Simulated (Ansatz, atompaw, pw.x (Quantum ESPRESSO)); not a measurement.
## N (Z = 7) (bcc): variants of one PAW (atompaw) potential in the solid

nitrogen (N), PAW, made with atompaw 4.2.0.5 (PBEsol, scalar-relativistic). Core [He], reference 2s2 2p3. Waves: 2s (bound): rc 2.05 bohr; 2s channel at -1.05 Ry: rc 2.05 bohr; 2p (bound): rc 2.05 bohr; 2p channel at 1.7 Ry: rc 2.05 bohr; 3d channel at 0.45 Ry: rc 1.95 bohr; 3d channel at 1.45 Ry: rc 2.05 bohr. Local part: bessel scheme, radius 1.85 bohr. Core correction: smooth core density matched at 2.05 bohr. Augmentation charge: gaussian compensation charge, radius 2.00 bohr; PAW radius 2.05 bohr; waves and projectors: custom rrkj vanderbiltortho.

Crystal test: bcc N in pw.x 7.5, no spin, 18³ k-points, Fermi–Dirac smearing 0.01 Ry, cutoffs set for each file from its atomic test. The reference is all-electron LAPW (Ansatz 0.2.0) with the same functional, mesh and smearing; V0 and B0 come from Birch–Murnaghan fits to the pressures at five volumes. Errors are pseudo minus all-electron; Δ is the rms difference of the E(V) curves that follow from these fits, minima aligned, over ±6 % about the mean V0. Mesh and smearing are coarse, so the numbers serve the comparison and aren't converged zero-temperature values; the lattice is a test structure that the element need not adopt. Spin polarisation is left out.

All-electron: a0 = 2.395 Å (V0 = 6.87 Å³/atom), B0 = 214.6 GPa.

Base: The largest radius (2.05 bohr) exceeds half the bond length (1.96 bohr), so the spheres overlap, which is one possible source of error among others.

| change | cutoffs (Ry) | pw.x | a0 (Å) | a0 error (%) | B0 error (%) | Δ (meV/atom) | mean pressure error (GPa) |
| --- | --- | --- | --- | --- | --- | --- | --- |
| base | 40/400 | converged | 2.400 | +0.20 | +1.4 | 2.0 | +1.31 |
| local potential ultrasoft scheme with l = 3 at 0 Ry, radius 1.85 bohr | 40/400 | converged | 2.390 | -0.23 | +0.8 | 2.3 | -1.49 |
| augmentation gaussian compensation charge, radius 2.00 bohr; PAW radius 2.05 bohr; waves and projectors: custom polynom gramschmidtortho | 40/400 | converged | 2.405 | +0.39 | +0.7 | 3.8 | +2.56 |
| local potential bessel scheme, radius 1.40 bohr | 40/400 | converged | 2.392 | -0.16 | +0.8 | 1.5 | -1.02 |
| wave 2s channel at -1.05 Ry: rc 2.05 bohr becomes 2s channel at -0.99 Ry: rc 2.05 bohr | 40/400 | converged | 2.400 | +0.20 | +1.4 | 2.0 | +1.30 |
| augmentation gaussian compensation charge, radius 2.00 bohr; PAW radius 2.05 bohr; waves and projectors: custom rrkj gramschmidtortho | 40/400 | converged | 2.400 | +0.20 | +1.4 | 2.0 | +1.32 |
